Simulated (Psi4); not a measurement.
# UCCSD/cc-pVTZ (density fitting, density fitting for correlation, qc module occ) run of H2O+ (SMILES [OH2+])

Aim: the energy difference between two shapes of H2O+ at UCCSD/cc-pVTZ (density fitting, density fitting for correlation, qc module occ), from 2 runs. 

The calculation is run with Psi4 1.11.

4 further runs of the same task are left out: 2 that didn't finish, 2 set aside as unsound or not needed.

**1. The molecule**

H2O+: 3 atoms, total charge +1, spin state doublet. As SMILES, `[OH2+]`. The coordinates come from a GFN2-xTB relaxation.

Bond lengths: O1–H2 1.005 Å, O1–H3 1.005 Å. Angles: H2–O1–H3 120.7°.

**2. The energy at UCCSD/cc-pVTZ (density fitting, density fitting for correlation, qc module occ)**

The input, run.py:

```python
import psi4

psi4.set_memory(1600000000)
psi4.set_num_threads(1)
psi4.core.set_output_file('psi4.out', False)

mol = psi4.geometry("""
1 2
O     -0.257730     0.170410    -0.119700
H      0.490020     0.658280     0.340630
H     -0.232290    -0.828700    -0.220940
symmetry c1
""")

psi4.set_options({
    'basis': 'cc-pVTZ',
    'reference': 'uhf',
    'scf_type': 'df',
    'freeze_core': True,
    'cc_type': 'df',
    'qc_module': 'occ',
})

result, w = psi4.energy('ccsd', molecule=mol, return_wfn=True)
print(f'ccsd energy: {result:.10f} Eh')
```

Command:

```sh
$ python run.py
```

psi4.out:

```text
[...]
  Running in c1 symmetry.
[...]
  Nuclear repulsion =    8.731733477257922
[...]
  Multiplicity = 2
[...]
  Nalpha       = 5
  Nbeta        = 4
[...]
    Number of basis functions: 58
[...]
   @DF-UHF iter   1:   -75.61766988831319   -1.89291e-01   4.57176e-03 ADIIS/DIIS
[...]
   @DF-UHF iter  11:   -75.65582352231723   -6.03961e-12   7.06436e-09 DIIS
[...]
   @S^2 Observed:                7.578721035E-01
[...]
    Orbital Energies [Eh]
    ---------------------
    Alpha Occupied:
       1A    -21.115693     2A     -1.871165     3A     -1.205039
       4A     -1.113876     5A     -1.052207
    Alpha Virtual:
       6A     -0.165214     7A     -0.083628     8A      0.167747
       9A      0.212322    10A      0.329247    11A      0.348844
      12A      0.440919    13A      0.450599    14A      0.551085
      15A      0.650905    16A      0.747996    17A      0.789318
      18A      1.073165    19A      1.149410    20A      1.463763
      21A      1.608220    22A      1.616649    23A      1.734424
      24A      1.813996    25A      2.338193    26A      2.437769
[...]
  @DF-UHF Final Energy:   -75.65582352231723
   => Energetics <=
    Nuclear Repulsion Energy =              8.7317334772579223
    One-Electron Energy =                -117.4655182141470675
    Two-Electron Energy =                  33.0779612145719142
    Total Energy =                        -75.6558235223172346
  UHF NO Occupations:
  HONO-2 :    3  A 1.9990449
  HONO-1 :    4  A 1.9975072
[...]
 Multipole Moments:
 ------------------------------------------------------------------------------------
     Multipole            Electronic (a.u.)      Nuclear  (a.u.)        Total (a.u.)
 ------------------------------------------------------------------------------------
 L = 1.  Multiply by 2.5417464519 to convert [e a0] to [Debye]
 Dipole X            :          0.0319454            0.7082188            0.7401642
 Dipole Y            :         -0.0193035           -0.4276722           -0.4469757
 Dipole Z            :         -0.0000000           -0.0000000           -0.0000000
 Magnitude           :                                                    0.8646562
[...]
	DF-SCS-MP2 Total Energy (a.u.)     :   -75.85467122461604
	DF-SOS-MP2 Total Energy (a.u.)     :   -75.85509138266724
	DF-SCS(N)-MP2 Total Energy (a.u.)  :   -75.73453849570291
[...]
	DF-MP2 Total Energy (a.u.)         :   -75.85383090851364
[...]
	DF-CCSD Total Energy (a.u.)        :   -75.86943271340084
[...]
```

On the terminal:

```text
ccsd energy: -75.8694327134 Eh
```

It took 8.1 s on 1 thread of Intel Xeon Platinum 8488C (Sapphire Rapids), shared host; peak memory 0.22 GiB.

**3. The distorted shape**

The input, input.dat:

```
memory 1600 mb

molecule {
  1 2
  O
  H 1 R2
  H 1 R3 2 A3

  R2 = 1.151605
  R3 = 0.960613
  A3 = 119.0286
  symmetry c1
}

set reference uhf
set scf_type df
set freeze_core true
set cc_type df
set qc_module occ

e_tot, wfn = energy('ccsd/cc-pVTZ', return_wfn=True)
```

Command:

```sh
$ psi4 input.dat output.dat -n 1
```

output.dat:

```text
[...]
  Running in c1 symmetry.
[...]
  Nuclear repulsion =    8.373409397478808
[...]
  Multiplicity = 2
[...]
  Nalpha       = 5
  Nbeta        = 4
[...]
    Number of basis functions: 58
[...]
   @DF-UHF iter   1:   -75.60197532659109   -2.38995e-01   4.48219e-03 ADIIS/DIIS
[...]
   @DF-UHF iter  13:   -75.63944528557197   -8.81073e-13   3.74336e-09 DIIS
[...]
   @S^2 Observed:                7.600897507E-01
[...]
    Orbital Energies [Eh]
    ---------------------
    Alpha Occupied:
       1A    -21.107821     2A     -1.849743     3A     -1.170486
       4A     -1.100995     5A     -1.035008
    Alpha Virtual:
       6A     -0.189252     7A     -0.088228     8A      0.142851
       9A      0.216660    10A      0.339817    11A      0.346075
      12A      0.452130    13A      0.456616    14A      0.547380
      15A      0.644988    16A      0.754358    17A      0.795735
      18A      0.963658    19A      1.182050    20A      1.444769
      21A      1.603999    22A      1.613351    23A      1.757872
      24A      1.897945    25A      2.295844    26A      2.427345
[...]
  @DF-UHF Final Energy:   -75.63944528557197
   => Energetics <=
    Nuclear Repulsion Energy =              8.3734093974788077
    One-Electron Energy =                -116.9003657358156261
    Two-Electron Energy =                  32.8875110527648502
    Total Energy =                        -75.6394452855719663
  UHF NO Occupations:
  HONO-2 :    3  A 1.9985850
  HONO-1 :    4  A 1.9968970
[...]
 Multipole Moments:
 ------------------------------------------------------------------------------------
     Multipole            Electronic (a.u.)      Nuclear  (a.u.)        Total (a.u.)
 ------------------------------------------------------------------------------------
 L = 1.  Multiply by 2.5417464519 to convert [e a0] to [Debye]
 Dipole X            :         -0.0043390           -0.6990672           -0.7034062
 Dipole Y            :         -0.0910402           -0.5705066           -0.6615468
 Dipole Z            :          0.0000000            0.0000000            0.0000000
 Magnitude           :                                                    0.9656213
[...]
	DF-SCS-MP2 Total Energy (a.u.)     :   -75.84082809048637
	DF-SOS-MP2 Total Energy (a.u.)     :   -75.84125157666543
	DF-SCS(N)-MP2 Total Energy (a.u.)  :   -75.71917367985216
[...]
	DF-MP2 Total Energy (a.u.)         :   -75.83998111812824
[...]
	DF-CCSD Total Energy (a.u.)        :   -75.85575850703657
[...]
```

Run time: 9.3 s. Hardware: 1 thread of Intel Xeon Platinum 8488C (Sapphire Rapids), shared host; peak memory 0.22 GiB.

**4. What came out**

At UCCSD/cc-pVTZ (density fitting, density fitting for correlation, qc module occ), 1 core orbital frozen:

```
                                                                   quantity         value
                                                  first shape: total energy  -75.86943 Eh
    first shape: HOMO energy (Hartree–Fock orbitals) (highest over α and β)     -27.26 eV
     first shape: LUMO energy (Hartree–Fock orbitals) (lowest over α and β)      -8.26 eV
                    first shape: correlation energy (1 core orbital frozen)    -213.6 mEh
                             first shape: ⟨S²⟩ of the reference determinant         0.758
                                              distorted shape: total energy  -75.85576 Eh
distorted shape: HOMO energy (Hartree–Fock orbitals) (highest over α and β)     -26.76 eV
 distorted shape: LUMO energy (Hartree–Fock orbitals) (lowest over α and β)      -7.94 eV
                distorted shape: correlation energy (1 core orbital frozen)    -216.3 mEh
                         distorted shape: ⟨S²⟩ of the reference determinant         0.760
                                     energy change with the atoms displaced      0.372 eV
```

**Reading.** With the atoms displaced the energy rises by 0.37 eV (35.9 kJ/mol). The first shape isn't relaxed at this level, so the change isn't measured from a minimum.
